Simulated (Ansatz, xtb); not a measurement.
Ranking isomers of C4H5NS

3 gas-phase structures of C4H5NS, from a drawn sample of its isomers (lower ones may exist). Each was relaxed with GFN2-xTB:

A. `N#CC1(S)CC1`, a singlet
B. `N#C[C@@H]1C[C@@H]1S`, a singlet
C. `N#C[C@@H]1C[C@H]1S`, a singlet

Problem. Estimate their order in r2SCAN-D4/def2-SVP energy at these geometries, lowest first.

Solution. Calculated order at r2SCAN-D4/def2-SVP: C (0.0), A (4.8), B (8.1) kJ/mol. Less than 1 kcal/mol parts A and B, so the order within that pair means little.

Energies above the lowest of each column, in kJ/mol; the last columns are at PBE0-D3(BJ)/def2-SVP geometries:

| structure | GFN2-xTB | HF/STO-3G | r2SCAN-D4/def2-SVP | PBE0-D3(BJ)/def2-SVP | CCSD(T)/def2-SVP + ΔMP2/def2-TZVPP |
| --- | --- | --- | --- | --- | --- |
| C | 0.0 | 0.0 | 0.0 | 0.0 | 0.0 |
| A | 2.8 | 3.1 | 4.8 | 4.7 | 4.7 |
| B | 1.6 | 5.7 | 8.1 | 2.5 | 3.3 |

Every level run on C puts it lowest or level with the lowest. CCSD(T)/def2-SVP + ΔMP2/def2-TZVPP orders those it was run on as C (0.0), B (3.3), A (4.7) kJ/mol. Less than 1 kcal/mol parts C and B; B and A, so the order within those pairs means little. Flexible structures stand in one conformer each, not always the lowest. ΔMP2 is the change of the MP2 energy from the smaller to the larger basis.

Programs: Ansatz 0.2.0, xtb 6.7.1.
